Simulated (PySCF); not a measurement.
One elementary step

Start structure (SiNH$_{7}$O, closed shell), relaxed at PBE0-D4/def2-TZVP:

```
10
angstrom
Si -1.1868 -0.6309 -0.2432
N 0.2836 -0.6042 0.6848
H -2.0848 -1.7853 0.0480
H -1.9178 0.6238 0.0519
H -0.8045 -0.6987 -1.6761
H 1.2029 1.0699 0.0976
O 1.5443 1.9498 -0.1342
H 0.1988 -0.3910 1.6691
H 0.9202 -1.3801 0.5689
H 1.9116 1.8560 -1.0149
```

The step: SiNH₅ ([NH2][SiH3]) + H₂O → SiH₄O ([OH][SiH3]) + NH₃; bonds formed: Si1–O7, N2–H6; bonds broken: Si1–N2, H6–O7. Program: PySCF 2.14 with density fitting (its default auxiliary sets; JK sets also for MP2 and CCSD(T)). Basis: def2-TZVPP and def2-QZVPP. Cores are frozen in the correlated methods. Extrapolation: Hartree–Fock as exp(−7.88 √X), correlation as X^−2.97. Energies below are by CCSD(T) at an estimated basis limit (MP2 extrapolated from triple and quadruple zeta, plus CCSD(T) − MP2 in triple zeta).

(1) What are the electronic barrier and the energy of the step, from the start structure to the end structure? (An estimate is asked for; the value comes from the calculation.)

T1 diagnostic: at most 0.011.

## Answers

(1) Computed: Barrier 1.160 eV; step energy -0.310 eV (downhill); reverse barrier, their difference, 1.470 eV. Barrier and step energy count from the start structure, the reverse barrier from the end structure.

The saddle point: One imaginary mode of 1064i cm⁻¹.
```json
{"pair": "Si1–O7", "start (Å)": "3.76", "saddle (Å)": "2.02", "end (Å)": "1.67"}
{"pair": "N2–H6", "start (Å)": "2.00", "saddle (Å)": "1.21", "end (Å)": "1.01"}
{"pair": "Si1–N2", "start (Å)": "1.74", "saddle (Å)": "1.88", "end (Å)": "2.46"}
{"pair": "H6–O7", "start (Å)": "0.97", "saddle (Å)": "1.28", "end (Å)": "2.67"}
```

Zero-point energy (harmonic, PBE0-D4): ZPE is 2.041 eV at the start and 1.998 eV at the saddle, so the barrier goes from 1.160 to 1.117 eV.

The step is the kind of ligand exchange by which a precursor binds to a hydroxyl group, or is hydrolysed, in atomic layer deposition of oxides.

Labels in which every atom is bracketed show which atoms are joined, not bond orders.

For scale, one of the runs: CCSD(T)/def2-TZVPP, 202 basis functions, launched by `OMP_NUM_THREADS=4 python run.py`. Time: 5.5 min of wall clock on 4 CPU threads of an Arm Neoverse V2; the host was shared. Peak host memory: 2.5 GiB.
